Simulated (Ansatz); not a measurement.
Compare A (`CCC(C)(C)C(C)C`) with its isomer B (`CCC(C)CC(C)C`).

Program: Ansatz. Geometries: PBE0-D4/def2-TZVP. ΔE: electronic, gas phase. CCSD(T)/CBS is the MP2 limit (def2-TZVPP, def2-QZVPP) plus CCSD(T) − MP2 in def2-TZVPP, frozen cores. Functionals use def2-TZVPP. B3LYP here is the variant with VWN-RPA as its local correlation; programs differ in this. One conformer a species, not always the lowest.

(1) Which is lower in electronic energy at CCSD(T)/CBS, and by how much? (Best estimate.)

(2) Give E(B) − E(A) in kcal/mol with LDA (SPW92), CCSD(T)/def2-SVP, B3LYP, PBE0-D4, MP2/def2-TZVPP, B2PLYP, r2SCAN-D4. (An estimate is asked.)

Largest T1 diagnostic: 0.009.

Results:

(1) Computed: B, by 0.3 kcal/mol. So small a gap doesn't settle the order.

(2) Ansatz gave: LDA (SPW92) 0.4, CCSD(T)/def2-SVP -0.5, B3LYP -4.1, PBE0-D4 -1.3, MP2/def2-TZVPP 0.8, B2PLYP -2.2, r2SCAN-D4 -1.0. The order is the other way round with LDA (SPW92), MP2/def2-TZVPP.

The D4 term adds +2.7 kcal/mol with B3LYP and +1.5 kcal/mol with PBE0; it sums over pairs of atoms, weighted by their polarisabilities, and B3LYP, whose exchange is more repulsive, gets the larger term. In def2-TZVPP, CCSD(T) changes the Hartree–Fock value by +5.2 kcal/mol (the triples alone add +0.8 kcal/mol) and MP2 by +6.1 kcal/mol.
